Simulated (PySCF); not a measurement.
Choosing a basis for TDDFT

C₃H₇F₂N.
Cartesian coordinates in Å at the PBE0-D3(BJ)/def2-SVP level; atoms count from 1:
```xyz
13
C3H7F2N angstrom
C     -0.6911   -0.9554   -0.8513
C     -0.2269   -0.1735    0.3656
N     -1.0331    1.0126    0.5517
C      1.2570    0.1474    0.2687
F      1.6501    0.8221    1.3775
F      1.4842    0.9594   -0.7952
H     -0.5495   -0.3604   -1.7670
H     -0.1309   -1.8952   -0.9706
H     -1.7592   -1.1901   -0.7529
H     -0.3368   -0.8086    1.2630
H     -0.7090    1.5237    1.3709
H     -0.9001    1.6367   -0.2437
H      1.9007   -0.7445    0.1624
```

TDDFT with PBE0 (PySCF), vertical singlets, core orbitals frozen in the response, spherical d and f functions. One conformer (not necessarily the lowest) at the PBE0-D3(BJ)/def2-SVP geometry, without solvent, vibrations or thermal averaging.

Q: How do the low singlets change with the basis? Take 6-31G*, def2-SVP, def2-SVPD and def2-TZVP.

A: 

```tsv
basis	functions	diffuse	S1 (eV)	S2 (eV)	S3 (eV)	S4 (eV)	S5 (eV)	LUMO (eV)	α (au)
6-31G*	98	no	7.96	8.81	9.03	9.56	9.91	2.65	39.8
def2-SVP	119	no	7.42	8.09	8.47	8.82	9.46	1.79	40.4
def2-SVPD	182	yes	6.77	7.49	7.61	8.05	8.55	0.62	49.0
def2-TZVP	228	no	7.05	7.76	8.04	8.56	8.97	1.15	46.6
```

States are compared by their number. Against the only diffuse basis here (def2-SVPD, itself not a converged limit), sets without diffuse functions differ by up to 1.19 eV in S1 and 1.36 eV in S5. State by state, the largest deviation of a set without diffuse functions is S1 1.19, S2 1.32, S3 1.42, S4 1.51, S5 1.36 eV. The same number needn't mean the same state in each row. Against def2-SVPD the polarisability deviates by -19% in 6-31G*, -18% in def2-SVP, -5% in def2-TZVP.
